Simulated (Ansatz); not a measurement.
# C2H5Si+ (SMILES C=[SiH][CH2+]): one structure at several levels

An exercise on one series of results from a longer session: the logs are not shown, and one member is left open.

Program: Ansatz 0.2.0, Gaussian basis. Level of theory: single points in def2-TZVPP. These are calculated values, not measurements.

Correlated methods freeze the cores.

### Where the work starts

SMILES `C=[SiH][CH2+]`, 8 atoms, charge 1, spin multiplicity 1.

Atoms are counted from 1 here; the program's logs count them from 0.

Bond lengths: C1–Si2 1.812 Å, C1–H4 1.075 Å, C1–H5 1.107 Å, Si2–C3 1.806 Å, Si2–H6 1.429 Å, C3–H7 1.102 Å, C3–H8 1.091 Å. Angles: Si2–C1–H4 123.5°, Si2–C1–H5 124.3°, H4–C1–H5 112.1°, C1–Si2–C3 107.3°, C1–Si2–H6 125.2°, C3–Si2–H6 127.4°, Si2–C3–H7 123.9°, Si2–C3–H8 121.7°, H7–C3–H8 114.4°.

As a file:

```xyz
8

C    -1.0294    0.7757   -0.7253
Si    0.4130    0.5899    0.3559
C     0.7527   -1.1785    0.4991
H    -1.5534   -0.0542   -1.1641
H    -1.4883    1.7467   -0.9930
H     1.1402    1.6658    0.9533
H     1.5881   -1.5989    1.0811
H     0.1418   -1.9223   -0.0147
```

Set-up of the first run:

The input, run/in.yaml:

```yaml
crystal:
  periodic: [false, false, false]
  atoms:
    - {symbol: C, position_ang: [-1.029400, 0.775700, -0.725300]}
    - {symbol: Si, position_ang: [0.413000, 0.589900, 0.355900]}
    - {symbol: C, position_ang: [0.752700, -1.178500, 0.499100]}
    - {symbol: H, position_ang: [-1.553400, -0.054200, -1.164100]}
    - {symbol: H, position_ang: [-1.488300, 1.746700, -0.993000]}
    - {symbol: H, position_ang: [1.140200, 1.665800, 0.953300]}
    - {symbol: H, position_ang: [1.588100, -1.598900, 1.081100]}
    - {symbol: H, position_ang: [0.141800, -1.922300, -0.014700]}
basis:
  gaussian: {orbitals: def2-TZVPP}
total_charge: 1
correlation: {method: ccsd_t}
output: {forces: true}
```

The command line of these runs was not kept.

Steps of the session up to this table: CCSD(T)/def2-TZVPP; PBE0-D4/def2-TZVPP; wB97M-V/def2-TZVPP; r2SCAN-D4/def2-TZVPP; PBE-D4/def2-TZVPP; HSE06-D4/def2-TZVPP; BLYP-D4/def2-TZVPP.

One table of the session follows, with a row left open; its other results are not shown here.

```
   method  RMS force component (eV/Å)  angle to CCSD(T) forces (°)
  CCSD(T)                       0.587                    reference
  PBE0-D4                       0.619                         12.4
  wB97M-V                           ?                            ?
r2SCAN-D4                       0.614                          9.3
   PBE-D4                       0.599                         14.1
 HSE06-D4                       0.617                         11.9
  BLYP-D4                       0.549                          8.1
```

**Question.** Estimate the row for wB97M-V.

As computed: RMS force component (eV/Å): 0.596; angle to CCSD(T) forces (°): 18.8. In the column «RMS force component (eV/Å)» it lies between CCSD(T) (0.587) and PBE-D4 (0.599).
